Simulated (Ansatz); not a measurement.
We consider rutile SnO2, described by HSE06 (PAW; Ansatz, a program for electronic structure).

Run with plane-wave cutoff 520 eV, 6×6×8 k mesh (along the axes of the cell as run), scalar-relativistic PAW data made under PBE.

Computed at the level's own relaxed cell.

Hill averages of the elastic tensor: K = 210.8 GPa, G = 101.2 GPa. Volume 12.016 Å³/atom, mean atomic mass 50.236 u.

Q: Work out the density, the sound velocities of a polycrystal and the elastic Debye temperature at this level.

A: ρ = 1.66054 × 50.236/12.016 = 6.942 g/cm³. v_l = √[(K + 4G/3)/ρ] = 7.057 km/s and v_t = √(G/ρ) = 3.818 km/s. The mean follows from 3/v_m³ = 1/v_l³ + 2/v_t³: v_m = 4.261 km/s. Θ_D = (ħ/k_B) v_m (6π²/V)^(1/3) = 76.38 K Å s/km × 4.261 × 1.7018 Å⁻¹ = 554 K, counting all atoms of the cell.

Measured, for comparison: Voigt–Reuss–Hill shear modulus 102 GPa (temperature not stated, not corrected to a static lattice, Hill average of measured single-crystal constants; as tabulated in Oses et al. (2018), arXiv:1811.08464). Computed (rounded) less measured: Voigt–Reuss–Hill shear modulus -1.0 %.
